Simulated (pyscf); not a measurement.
**Elimination: `[OH][CH2][OH]` → `[O]=[CH][OH]` + `[H][H]`**

Gas phase, singlet surface, charge 0. Bonds broken: O1–H4, C2–H5. Bonds formed: H4–H5. Single points on ωB97X-D3(BJ)/def2-SVP structures (PySCF, gas phase).

Transition state (Å):

```xyz
7

O     -1.7071     0.1942    -0.9340
C     -0.6865     0.2826    -0.1240
O      0.4994    -0.1699    -0.5115
H     -1.8736    -0.4438     0.1785
H     -1.2445    -0.6730     0.9670
H     -0.5590     1.1208     0.5859
H      0.3328    -0.7591    -1.2669
```

One imaginary mode, 2408i cm⁻¹; descent along it reached the two sides named, in the forms told below.

| bond | change | reactant side (Å) | saddle | product side |
|---|---|---|---|---|
| O1–H4 | breaks | 0.964 | 1.293 | 2.578 |
| C2–H5 | breaks | 1.112 | 1.554 | 3.8 |
| H4–H5 | forms | 2.258 | 1.034 | 0.762 |

Electronic energies relative to the reactant's lowest minimum found (kcal/mol):

```tsv
level	barrier	reaction energy	reverse barrier
ωB97X-D3(BJ)/def2-TZVP	81.9	+9.4	72.5
PBE/def2-TZVP	71.2	+6.3	64.9
r²SCAN/def2-TZVP	75.2	+7.3	67.9
B3LYP-D3(BJ)/def2-TZVP	78.8	+6.9	72.0
PBE0-D3(BJ)/def2-TZVP	78.0	+11.1	66.9
M06-2X/def2-TZVP	82.9	+10.6	72.4
ωB97M-D3(BJ)/def2-TZVP	80.4	+8.9	71.5
HF/def2-TZVP	94.8	+8.3	86.5
```

With ωB97M-D3(BJ)/def2-TZVP energies and thermal terms (ideal gas, 1 atm, RRHO with modes under 100 cm⁻¹ raised to 100, one conformer, R ln 2 for chiral ones without a mode under 150 cm⁻¹), in kcal/mol:

```json
[
 {"T (K)": "298", "ΔH‡": "74.2", "ΔG‡": "74.1", "ΔH": "+2.1", "ΔG": "-6.4"},
 {"T (K)": "600", "ΔH‡": "74.1", "ΔG‡": "74.0", "ΔH": "+2.9", "ΔG": "-15.3"},
 {"T (K)": "900", "ΔH‡": "74.0", "ΔG‡": "74.0", "ΔH": "+3.0", "ΔG": "-24.4"},
 {"T (K)": "1200", "ΔH‡": "74.0", "ΔG‡": "74.0", "ΔH": "+2.8", "ΔG": "-33.5"}
]
```

On the reactant side the descent ends in a point that may be a rotor saddle (no frequency run), 2.9 kcal/mol over the lowest minimum found and 79.1 kcal/mol under the saddle at ωB97X-D3(BJ)/def2-TZVP. The same reactants have a lower exit, to H₂C=O + H₂O (barrier +48.5 kcal/mol at ωB97M-D3(BJ)/def2-TZVP, against +80.4 kcal/mol here). One saddle was located; it need not be the lowest between these sides.
